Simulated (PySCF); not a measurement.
Species: C3H8N (charge +1).
SMILES with atom numbers: `[NH3+:1][CH:2]1[CH2:3][CH2:4]1`

Lines to be assigned: C 1s: 296.01 (area 2), 297.73 (area 1) eV; N 1s: 415.10 eV.

Theory: delta-SCF UKS SCAN, pcX-2 on the ionised atom, pcseg-1 elsewhere, spin-free X2C (PySCF 2.14.0). Isolated species at its PBE0-D3(BJ)/def2-SVP geometry, gas phase.

Task: Which carbon gives which C 1s line?

Result: 296.01 eV: C3/C4 (three-membered-ring carbon); 297.73 eV: C2 (sp3 carbon bound to nitrogen). Lowest listed C 1s: C3/C4, bonded to 2 C and 2 H. Highest, 1.72 eV above it: C2, bonded to N, 2 C and H. Summing the Pauling electronegativity differences to the bonded atoms, each weighted by its formal bond order, gives -0.70 for the lowest site and +0.14 for the highest.

Bonded neighbours of each site: N1: C and 3 H; C2: N, 2 C and H; C3/C4: 2 C and 2 H.

Task: Express the binding energy of C 1s of C3/C4 in atomic units and per mole.

Result: 296.01 eV = 10.8782 Eh = 28561 kJ/mol.

Atoms equivalent by their bonding share one computed value, that of the first of them. The species carries charge +1, so core ionisation leaves charge +2.
